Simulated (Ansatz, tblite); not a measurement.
Cost and result up the ladder for Si(SiH3)H3 (Si2H6) (8 atoms). Total charge 0; singlet. Geometry: PBE-D4/def2-TZVP.

```xyz
8

Si    0.9819   -0.4322   -0.4740
Si   -0.9819    0.4322    0.4740
H    -0.8522    0.5058    1.9631
H    -2.1497   -0.4420    0.1396
H    -1.2507    1.8081   -0.0499
H     1.2647   -1.7976    0.0695
H     2.1453    0.4559   -0.1614
H     0.8426   -0.5301   -1.9608
```

Ansatz on 2 threads of Intel Xeon Platinum 8375C on a shared host; xTB runs through tblite on one thread. Times are rough, summed over both states, and most runs start from the orbitals of an earlier one. CCSD(T)/def2-TZVPP serves as the yardstick here, not as an exact answer. The other state is a doublet.

The xTB rows come from tblite. HSE06 is defined as in plane-wave codes, on full-range PBE exchange. Correlated methods freeze 10 core orbitals.

Raw xTB energies of ions are shifted by several eV.

```json
{"level": "GFN2-xTB", "functions": "24", "wall time": "0.009 s", "vertical IE (eV)": "12.82", "difference from CCSD(T)/def2-TZVPP (eV)": "2.19"}
{"level": "GFN1-xTB", "functions": "30", "wall time": "0.013 s", "vertical IE (eV)": "13.95", "difference from CCSD(T)/def2-TZVPP (eV)": "3.33"}
{"level": "PBE-D4/def2-TZVP", "functions": "110", "wall time": "2.5 s", "vertical IE (eV)": "10.38", "difference from CCSD(T)/def2-TZVPP (eV)": "-0.24"}
{"level": "BHLYP-D4/def2-TZVP", "functions": "110", "wall time": "2.9 s", "vertical IE (eV)": "10.57", "difference from CCSD(T)/def2-TZVPP (eV)": "-0.06"}
{"level": "HSE06-D4/def2-TZVP", "functions": "110", "wall time": "3.2 s", "vertical IE (eV)": "10.51", "difference from CCSD(T)/def2-TZVPP (eV)": "-0.11"}
{"level": "PBE0-D4/def2-TZVP (with forces)", "functions": "110", "wall time": "3.8 s", "vertical IE (eV)": "10.52", "difference from CCSD(T)/def2-TZVPP (eV)": "-0.10"}
{"level": "PBE-QIDH/def2-TZVP", "functions": "110", "wall time": "4.5 s", "vertical IE (eV)": "10.64", "difference from CCSD(T)/def2-TZVPP (eV)": "0.02"}
{"level": "B2PLYP/def2-TZVP", "functions": "110", "wall time": "4.6 s", "vertical IE (eV)": "10.52", "difference from CCSD(T)/def2-TZVPP (eV)": "-0.10"}
{"level": "r2SCAN-D4/def2-TZVP (with forces)", "functions": "110", "wall time": "5.1 s", "vertical IE (eV)": "10.46", "difference from CCSD(T)/def2-TZVPP (eV)": "-0.17"}
{"level": "B97M-V/def2-TZVP", "functions": "110", "wall time": "8.3 s", "vertical IE (eV)": "10.73", "difference from CCSD(T)/def2-TZVPP (eV)": "0.11"}
{"level": "CCSD(T)/def2-TZVPP", "functions": "168", "wall time": "37 s", "vertical IE (eV)": "10.62", "difference from CCSD(T)/def2-TZVPP (eV)": "0.00"}
```
